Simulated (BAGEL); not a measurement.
# CH4FSi (SMILES C[SiH]F): ROHF/6-31G(d) (density fitting with qzvpp-jkfit, spherical functions)

Aim: the vertical doublet–quartet gap of CH4FSi at ROHF/6-31G* (density fitting with qzvpp-jkfit, spherical functions), from 2 runs. 

The calculation is run with BAGEL 1.2.2.

3 further runs of the same task are left out: 2 that didn't finish, 1 set aside as unsound or not needed. Runs told in other sessions of the task aren't counted.

## Step 1: The system as given

CH4FSi: 7 atoms, total charge 0, spin state doublet. As SMILES, `C[SiH]F`. The coordinates come from a PBE0-D4/def2-TZVP relaxation.

Bond lengths: C1–Si2 1.864 Å, Si2–F3 1.609 Å, C1–H4 1.091 Å, C1–H5 1.093 Å, C1–H6 1.094 Å, Si2–H7 1.494 Å. Angles: C1–Si2–F3 108.7°, C1–Si2–H7 111.7°, F3–Si2–H7 106.7°, Si2–C1–H4 111.5°, Si2–C1–H5 109.9°, Si2–C1–H6 110.0°, H4–C1–H5 108.4°, H4–C1–H6 108.5°, H5–C1–H6 108.5°.

## Step 2: The energy at ROHF/6-31G(d) (density fitting with qzvpp-jkfit, spherical functions)

File input.json:

```json
{ "bagel": [

{
  "title": "molecule",
  "basis": "6-31gs.json",
  "df_basis": "qzvpp-jkfit",
  "angstrom": true,
  "geometry": [
    { "atom": "C", "xyz": [   -0.653500,    0.389500,   -0.298000 ] },
    { "atom": "Si", "xyz": [    0.917400,   -0.594100,   -0.104100 ] },
    { "atom": "F", "xyz": [    0.640700,   -1.812800,    0.909600 ] },
    { "atom": "H", "xyz": [   -1.444900,   -0.207800,   -0.754100 ] },
    { "atom": "H", "xyz": [   -0.470200,    1.260900,   -0.931700 ] },
    { "atom": "H", "xyz": [   -1.000700,    0.738300,    0.679600 ] },
    { "atom": "H", "xyz": [    2.011300,    0.226000,    0.498700 ] }
  ]
},
{
  "title": "rohf",
  "nopen": 1
},
{
  "title": "print",
  "file": "orbitals.molden",
  "orbitals": true
}

]}
```

The basis set 6-31G* is read from a file made from the Basis Set Exchange's data (not shown).

Run with:

```sh
$ BAGEL_NUM_THREADS=1 BAGEL input.json > input.out
```

Output:

```text
* using 1 threads per process

  ===============================================================
  ===============================================================

  *** Geometry ***

  { "atom" : "C", "xyz" : [     -1.234936,      0.736048,     -0.563138 ] },
  { "atom" : "Si", "xyz" : [      1.733635,     -1.122686,     -0.196720 ] },
  { "atom" : "F", "xyz" : [      1.210748,     -3.425696,      1.718895 ] },
  { "atom" : "H", "xyz" : [     -2.730465,     -0.392685,     -1.425042 ] },
  { "atom" : "H", "xyz" : [     -0.888549,      2.382756,     -1.760658 ] },
  { "atom" : "H", "xyz" : [     -1.891049,      1.395185,      1.284258 ] },
  { "atom" : "H", "xyz" : [      3.800806,      0.427078,      0.942406 ] },

  Number of auxiliary basis functions:      352

  Since a DF basis is specified, we compute 2- and 3-index integrals:
    o Being stored without compression. Storage requirement is 0.008 GB

  Number of basis functions:       54
  Number of electrons      :       33

    * METHOD: MOLECULE                             0.07

  *** Open-shell HF ***

  === Nuclear Repulsion ===
   106.8824519710

      * DIIS with orbital gradients will be used.

  === ROHF iteration (6-31gs.json) ===
      0       -428.40844187          0.04831915           0.02
      1       -428.51965911          0.02892197           0.02
      2       -428.55177987          0.01717188           0.02
      3       -428.56885334          0.00141170           0.02
      4       -428.56922075          0.00055347           0.02
      5       -428.56931435          0.00015257           0.02
      6       -428.56933303          0.00003100           0.02
      7       -428.56934317          0.00001048           0.02
      8       -428.56934437          0.00000422           0.02
      9       -428.56934465          0.00000124           0.02
     10       -428.56934471          0.00000059           0.02
     11       -428.56934471          0.00000025           0.02
     12       -428.56934471          0.00000007           0.02
     13       -428.56934471          0.00000002           0.02
     14       -428.56934471          0.00000001           0.02
    * SCF iteration converged.

    * S^2 (ROHF) is 0.7500

    * Permanent dipole moment:
           (    0.148845,    -0.548238,     0.475422) a.u.

    * METHOD: ROHF                                 0.41

    * METHOD: PRINT                                0.00

  ===============================================================
```

Wall time 0.62 s (1 thread of Intel Xeon 6975P-C (Granite Rapids), shared host).

## Step 3: The quartet, same level

Edit input.json of step 2 so:

```diff
@@ -17,11 +17,4 @@
 },
-{
-  "title": "rohf",
-  "nopen": 1
-},
-{
-  "title": "print",
-  "file": "orbitals.molden",
-  "orbitals": true
-}
+{ "title": "rohf", "nopen": 3 },
+{ "title": "print", "file": "orbitals.molden", "orbitals": true }
```

The basis set 6-31G* is read from a file made from the Basis Set Exchange's data (not shown).

Run with:

```sh
$ BAGEL_NUM_THREADS=1 BAGEL input.json > input.out
```

Output:

```text
* using 1 threads per process

  ===============================================================
  ===============================================================

  *** Geometry ***

  { "atom" : "C", "xyz" : [     -1.234936,      0.736048,     -0.563138 ] },
  { "atom" : "Si", "xyz" : [      1.733635,     -1.122686,     -0.196720 ] },
  { "atom" : "F", "xyz" : [      1.210748,     -3.425696,      1.718895 ] },
  { "atom" : "H", "xyz" : [     -2.730465,     -0.392685,     -1.425042 ] },
  { "atom" : "H", "xyz" : [     -0.888549,      2.382756,     -1.760658 ] },
  { "atom" : "H", "xyz" : [     -1.891049,      1.395185,      1.284258 ] },
  { "atom" : "H", "xyz" : [      3.800806,      0.427078,      0.942406 ] },

  Number of auxiliary basis functions:      352

  Since a DF basis is specified, we compute 2- and 3-index integrals:
    o Being stored without compression. Storage requirement is 0.008 GB

  Number of basis functions:       54
  Number of electrons      :       33

    * METHOD: MOLECULE                             0.07

  *** Open-shell HF ***

  === Nuclear Repulsion ===
   106.8824519710

      * DIIS with orbital gradients will be used.

  === ROHF iteration (6-31gs.json) ===
      0       -428.07221287          0.04712500           0.02
      1       -428.16765915          0.03606124           0.02
      2       -428.21020669          0.02438674           0.02
      3       -428.24739373          0.00201820           0.02
      4       -428.24957879          0.00117449           0.02
      5       -428.25056649          0.00089574           0.02
      6       -428.25145936          0.00073284           0.02
      7       -428.25201448          0.00063094           0.02
      8       -428.25244119          0.00045422           0.02
      9       -428.25267742          0.00026610           0.02
[... 24 lines of this table left out ...]
     34       -428.25297257          0.00000002           0.02
     35       -428.25297257          0.00000002           0.02
     36       -428.25297257          0.00000001           0.02
     37       -428.25297257          0.00000001           0.02
    * SCF iteration converged.

    * S^2 (ROHF) is 3.7500

    * Permanent dipole moment:
           (    1.390774,    -1.455110,     0.211285) a.u.

    * METHOD: ROHF                                 0.97

    * METHOD: PRINT                                0.00

  ===============================================================
```

It took 1.2 s on 1 thread of Intel Xeon 6975P-C (Granite Rapids), shared host.

## Step 4: Outcome

Level: ROHF/6-31G* (density fitting with qzvpp-jkfit, spherical functions).

| quantity | value |
| --- | --- |
| doublet: total energy | -428.56934 Eh |
| doublet: dipole moment | 1.88 D |
| doublet: ⟨S²⟩ | 0.750 |
| quartet: total energy | -428.25297 Eh |
| quartet: dipole moment | 5.14 D |
| quartet: ⟨S²⟩ | 3.750 |
| vertical energy of the quartet above the doublet | 8.609 eV |

**Reading.** At this shape the quartet lies 8.61 eV (831 kJ/mol) above the doublet.
